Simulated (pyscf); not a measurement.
PySCF, gas phase, ωB97X-D3(BJ)/def2-SVP geometries.

Problem. H₃C–O–O• + H₂O → H₃C–O–OH + OH•
Surface: doublet. Broken: H–O. Formed: H–O. Give ΔE‡ and ΔE from ωB97M-D3(BJ)/def2-TZVP, relative to the separated reactants.

Solution. ΔE‡ = 32.8 kcal/mol, ΔE = +34.2 kcal/mol. Zero-point energy shifts the barrier by -0.9 kcal/mol. It is a hydrogen abstraction, with an imaginary mode of 773i cm⁻¹. On the reactant side the descent ends in a complex, 4.8 kcal/mol under the separated species and 38.6 kcal/mol under the saddle at ωB97X-D3(BJ)/def2-TZVP. On the product side the descent ends in a complex, 6.4 kcal/mol under the separated species and 4.8 kcal/mol under the saddle at ωB97X-D3(BJ)/def2-TZVP. At ωB97M-D3(BJ) the saddle lies under the separated products, which points to a path from their complex (located at ωB97X-D3(BJ) alone), and parting the products costs more than the saddle. H₃C–O–O• lies 49.2 kcal/mol over its isomer HO–CH•–OH, and others may lie lower still (electronic energy, ωB97M-D3(BJ)). H₃C–O–OH lies 63.6 kcal/mol over its isomer HO–CH₂–OH, and others may lie lower still (electronic energy, ωB97M-D3(BJ)). This is the saddle that the search found; another between the same sides may lie lower. The angle at the transferred H is 147°. Left out: the spin-orbit lowering of OH.
